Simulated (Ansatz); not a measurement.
# BH₄NSi (SMILES B[SiH]=N): one structure at several levels

One table from this session's results is given with a row withheld; the runs are named, their logs left out.

Program: Ansatz 0.2.0, Gaussian basis. Level of theory: single points in def2-TZVPP. These are calculated values, not measurements.

Cores are frozen in the correlated methods.

## Starting geometry

SMILES `B[SiH]=N`, 7 atoms, charge 0, spin multiplicity 1.

Atoms are counted from 1 here; the program's logs count them from 0.

Bond lengths: B1–Si2 1.969 Å, B1–H4 1.215 Å, B1–H5 1.155 Å, Si2–N3 1.613 Å, Si2–H6 1.475 Å, N3–H7 1.024 Å. Angles: Si2–B1–H4 118.9°, Si2–B1–H5 122.8°, H4–B1–H5 118.3°, B1–Si2–N3 115.9°, B1–Si2–H6 116.5°, N3–Si2–H6 127.6°, Si2–N3–H7 125.2°.

Geometry (Å):

```xyz
7
charge 0, multiplicity 1
B    -1.1303    0.4105   -0.7410
Si    0.4296    0.1942    0.4404
N     1.1317   -1.2573    0.4199
H    -1.4810   -0.5277   -1.4292
H    -1.7495    1.3843   -0.7869
H     0.8081    1.3667    1.2512
H     1.9898   -1.5042    0.9202
```

Set-up of the first run:

File run/in.yaml:

```yaml
crystal:
  periodic: [false, false, false]
  atoms:
    - {symbol: B, position_ang: [-1.130300, 0.410500, -0.741000]}
    - {symbol: Si, position_ang: [0.429600, 0.194200, 0.440400]}
    - {symbol: N, position_ang: [1.131700, -1.257300, 0.419900]}
    - {symbol: H, position_ang: [-1.481000, -0.527700, -1.429200]}
    - {symbol: H, position_ang: [-1.749500, 1.384300, -0.786900]}
    - {symbol: H, position_ang: [0.808100, 1.366700, 1.251200]}
    - {symbol: H, position_ang: [1.989800, -1.504200, 0.920200]}
basis:
  gaussian: {orbitals: def2-TZVPP}
correlation: {method: ccsd_t}
output: {forces: true}
```

The command line of these runs was not kept.

Among the steps run: CCSD(T)/def2-TZVPP; PBE0-D4/def2-TZVPP; wB97M-V/def2-TZVPP; r2SCAN-D4/def2-TZVPP; PBE-D4/def2-TZVPP; CAM-B3LYP-D4/def2-TZVPP; r2SCAN0-D4/def2-TZVPP.

One of the session's tables, all rows but one given; the rest of the session is left out.

```
      method  RMS force component (eV/Å)  angle to CCSD(T) forces (°)  dipole (D)
     CCSD(T)                       0.452                    reference        1.91
     PBE0-D4                       0.454                         26.7        2.03
     wB97M-V                       0.458                         34.5        2.18
   r2SCAN-D4                           ?                            ?           ?
      PBE-D4                       0.453                         21.3        1.76
CAM-B3LYP-D4                       0.479                         40.0        2.22
  r2SCAN0-D4                       0.487                         34.8        2.10
```

**Question.** Estimate the row for r2SCAN-D4.

The run gave: RMS force component (eV/Å): 0.433; angle to CCSD(T) forces (°): 17.1; dipole (D): 1.88. In the column «RMS force component (eV/Å)» it is the lowest.
